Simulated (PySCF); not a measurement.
Compound: difluorophosphine, F₂HP.
Structure used (PBE0-D3(BJ)/def2-SVP), in Å, numbered top down from 1:
```xyz
4
F2HP angstrom
F     -0.8880    0.4707   -0.9466
P     -0.0702   -0.5069    0.0355
F      1.3942    0.1450   -0.1102
H     -0.4170    0.1897    1.2499
```

Computed with core-valence-separated Tamm–Dancoff BHandHLYP/aug-pcX-1 (pcseg-1 on H, def2-SVPD on P) in PySCF, non-relativistic, gas phase, PBE0-D3(BJ)/def2-SVP geometry. No empirical shift is added; at this level the pattern usually sits a few eV under experiment.

(1) List the fluorine K-edge absorption lines.

## Answers

(1) 
```
E (eV)       f  core hole on          main final orbital
684.56  0.0473         F1/F3    LUMO (2 roots, f summed)
685.61  0.0244         F1/F3  LUMO+1 (2 roots, f summed)
687.64  0.0171         F1/F3  LUMO+2 (2 roots, f summed)
688.64  0.0112         F1/F3  LUMO+3 (2 roots, f summed)
689.47  0.0192         F1/F3  LUMO+4 (2 roots, f summed)
```

The first line with a tenth or more of the strongest one's intensity is at 684.56 eV (f = 0.047, sum of 2), with the hole on F1/F3 (phosphorus-bound fluorine). It is also the strongest listed.

Roots within 0.03 eV whose holes lie on the same, on equivalent or on shared atoms are summed into one line, and the highest roots are left out, as the search may have cut off their partners. Final orbitals are the ground state's empty Kohn–Sham orbitals.

Only the lowest roots of each edge were sought.
